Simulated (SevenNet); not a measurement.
**Rutile TiO2**

These are the machine-learned potential SevenNet-0 (trained on PBE and PBE+U data) values and carry that method's errors.

Cell (relaxed at this level):

```xyz
6
Lattice="4.6500 0.0000 0.0000 0.0000 4.6500 0.0000 0.0000 0.0000 2.9697" Properties=species:S:1:pos:R:3 pbc="T T T"
Ti     0.0000     0.0000     0.0000
Ti     2.3250     2.3250     1.4849
O      1.4168     1.4168     0.0000
O      3.7418     0.9082     1.4849
O      0.9082     3.7418     1.4849
O      3.2332     3.2332     0.0000
```

| Property | Value |
|---|---|
| lattice parameter a | 4.650 Å |
| lattice parameter c | 2.970 Å |

Measured, for comparison: lattice constant a 4.587 Å, lattice parameter c 2.954 Å (15 K, zero-point motion not removed; as tabulated in Burdett, Hughbanks, Miller, Richardson, Smith, powder neutron diffraction …). Computed (rounded) less measured: lattice constant a +1.4 %, lattice parameter c +0.5 %.

A machine-learned potential is trained on density-functional data: it inherits that level's misses and adds fitting errors of its own.

Note: the model gives imaginary modes for this phase (in the spectrum interpolated from a supercell).
